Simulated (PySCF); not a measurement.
# BS: bond curves at several levels of theory

One table from this session's results is given with a row withheld; the runs are named, their logs left out.

The runs use PySCF 2.14.0; B x2c-TZVPPall, S x2c-TZVPPall, spin-free X2C with a Gaussian nucleus.

Set-up of the first run:

A driver script around PySCF takes these settings:

```json
{
  "atoms": "B, S",
  "charge": "0",
  "basis": "B x2c-TZVPPall, S x2c-TZVPPall",
  "Hamiltonian": "spin-free X2C with a Gaussian nucleus",
  "basis functions": "73",
  "electrons treated": "21",
  "masses in u": "11.0093, 31.9721",
  "levels": "PBE0, PBE, r²SCAN, BLYP, LDA, revPBE, M06, ωB97M-V, HF, MP2, SCS-MP2, CCSD, CCSD(T)",
  "grid": "80 radial by 434 angular points",
  "occupations": "held fixed by the projection of orbital angular momentum",
  "dissociation limit": "B + S, each in its ground configuration",
  "starting distance in angstrom": "1.800",
  "values of 2S to try": "1, 3"
}
```

On the command line:

```sh
OMP_NUM_THREADS=1 python dia.py task.json out
```

Among the steps run: Input; PBE0 along the bond; Higher solutions at PBE0; PBE; r²SCAN; BLYP (GGA); LDA; revPBE (GGA); M06; ωB97M-V; ROHF (mean field); Adding correlation.

One of the session's tables, all rows but one given; the rest of the session is left out.

Energy (eV) from each level's lowest point:

| R (Å) | ROHF | ROHF-MP2 | ROHF-SCS-MP2 | ROHF-CCSD | ROHF-CCSD(T) |
| --- | --- | --- | --- | --- | --- |
| 1.384 | 1.542 | 1.720 | 1.718 | n/a | n/a |
| 1.448 | 0.662 | 0.793 | 0.792 | 0.775 | 0.832 |
| 1.512 | 0.183 | 0.264 | 0.263 | 0.253 | 0.289 |
| 1.561 | 0.025 | 0.066 | 0.066 | 0.061 | 0.079 |
| 1.609 | 0.000 | 0.000 | 0.000 | 0.000 | 0.000 |
| 1.657 | ? | ? | ? | ? | ? |
| 1.722 | 0.310 | 0.214 | 0.213 | 0.221 | 0.176 |
| 1.802 | 0.733 | 0.576 | 0.571 | 0.579 | 0.500 |
| 1.899 | 1.353 | 1.141 | 1.127 | 1.121 | 1.006 |
| 2.027 | 2.226 | 2.011 | 1.968 | n/a | n/a |

Estimate the missing values for R (Å) = 1.657.

Worked estimate for «ROHF». A straight line through the neighbours (1.609, 0.000) and (1.722, 0.310) gives 0.000 + (0.310 − 0.000) × (1.657 − 1.609) / (1.722 − 1.609) = 0.132; a parabola fitted to 4 rows on both sides gives 0.088.

**Answer.** ROHF: 0.080; ROHF-MP2: 0.039; ROHF-SCS-MP2: 0.038; ROHF-CCSD: 0.043; ROHF-CCSD(T): 0.024. In «ROHF» the line misses by +0.052 and the parabola by +0.008.
